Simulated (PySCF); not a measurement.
## Vertical excitation energies

Compound: C₂H₈OP₂.
Numbering: `[CH3:1][P:2]([CH3:3])(=[O:4])[PH2:5]` (hydrogens: H6, H7, H8 on C1; H9, H10, H11 on C3; H12, H13 on P5)

Theory: PySCF 2.14.0, density-fitted response routines, TDDFT CAM-B3LYP/def2-SVPD, vertical, gas phase, core orbitals frozen in the response. The structure is a single GFN2-xTB conformer in the gas phase; no vibrational or solvent corrections. Torsions of this conformer, `[CH3:1][P:2]([CH3:3])(=[O:4])[PH2:5]`: H–P5–P2–C1 27°, H–P5–P2–C1 -66°.

Problem. Predict the UV-vis stick spectrum at this level.

Solution. 

| state | E (eV) | ν̃ (cm⁻¹) | f | main configurations (H = HOMO, L = LUMO) |
| --- | --- | --- | --- | --- |
| S1 | 6.47 | 52160 | 0.037 | H→L (56%), H→L+2 (26%), H→L+1 (12%) |
| S2 | 6.67 | 53820 | 0.031 | H→L+2 (60%), H→L (27%) |
| S3 | 6.93 | 55900 | 0.0036 | H-1→L (73%), H-1→L+1 (20%) |
| S4 | 7.12 | 57430 | 0.306 | H→L+1 (70%), H→L (9%) |
| S5 | 7.24 | 58430 | 0.0072 | H-2→L (55%), H-2→L+1 (24%) |
| S6 | 7.39 | 59580 | 0.022 | H-1→L+2 (58%), H-1→L+1 (14%), H-1→L+5 (8%) |
| S7 | 7.58 | 61100 | 0.049 | H-1→L+1 (60%), H-1→L (21%), H-1→L+2 (13%) |
| S8 | 7.81 | 63000 | 0.016 | H-2→L+1 (23%), H→L+4 (18%), H→L+5 (16%) |

Triplets, Tamm–Dancoff:

| state | E (eV) | λ (nm) | main configurations (H = HOMO, L = LUMO) |
| --- | --- | --- | --- |
| T1 | 5.39 | 229.9 | H→L (41%), H→L+1 (37%), H-2→L (8%) |
| T2 | 6.00 | 206.5 | H→L+2 (62%), H-2→L+2 (25%) |
| T3 | 6.54 | 189.6 | H-2→L (35%), H-2→L+1 (24%), H→L (12%) |

The lowest singlet comes at 192 nm (624 kJ/mol) in the vacuum ultraviolet; it is of moderate strength; its leading configuration is HOMO→LUMO (56%). The strongest level in the table is S4 at 7.12 eV (174 nm, f = 0.306). Löwdin shares by element: HOMO phosphorus 45%, oxygen 40%, carbon 5% or more; LUMO phosphorus 27% or more, carbon 23%, hydrogen 10% or more (atoms not listed hold the other 40%). Of the 8 states listed, 6 reach f = 0.01 and none stays under 0.0005. The oscillator strengths of these states sum to 0.472; summed over the whole spectrum of an exact calculation they would give the number of electrons, 58 (Thomas–Reiche–Kuhn). Orbital energies (eV): HOMO-3 -11.60, HOMO-2 -9.84, HOMO-1 -9.18, HOMO -8.72, LUMO 0.81, LUMO+1 1.16, LUMO+2 1.45. Only the lowest 8 singlets were computed, as vertical energies without vibronic structure.

The run took about 60 s of CPU time (one thread, shared machine).
